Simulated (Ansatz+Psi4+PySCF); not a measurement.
# triplet BN: levels of theory in one basis

```yaml
atoms:
  - { symbol: B, position_ang: [0.0000, 0.0000, 0.0000] }
  - { symbol: N, position_ang: [0.0000, 0.0000, 1.5900] }
```

Basis set: cc-pVTZ (spherical functions). Correlated methods keep 2 orbitals frozen. Correlation on ROHF uses semicanonical orbitals with singles. Charge 0, multiplicity 3.

Computed with Ansatz (development build ahead of 0.2.0); each method stands on the lowest determinant of its kind that the runs found.

```csv
method,E − E(ROHF) (eV),<S²> of the determinant
ROHF,0.00,2.00
UHF,-0.30,2.34
UHF-MP2,-5.17,2.34
ROHF-CCSD,-6.23,–
UHF-CCSD,-6.25,2.34
ROHF-CCSD(T),-6.46,–
UHF-CCSD(T),-6.52,2.34
ROHF-CCSDT,-6.49,–
```

(1) What does ROHF-MP2 give on the same scale?

Answers

(1) -5.32 eV.

Caution: another spin multiplicity may lie lower. Caution for UHF, UHF-MP2, UHF-CCSD, UHF-CCSD(T): the unrestricted determinant is spin contaminated; the determinant breaks the point group. Caution for ROHF-MP2, ROHF-CCSD, ROHF-CCSD(T), ROHF-CCSDT: a plain start can end on a higher determinant. Caution for ROHF-MP2, ROHF-CCSD(T), UHF-CCSD(T), ROHF-CCSDT: another reference gives a lower total. Caution for UHF-MP2, UHF-CCSD, UHF-CCSD(T): large amplitudes, a single reference is doubtful.
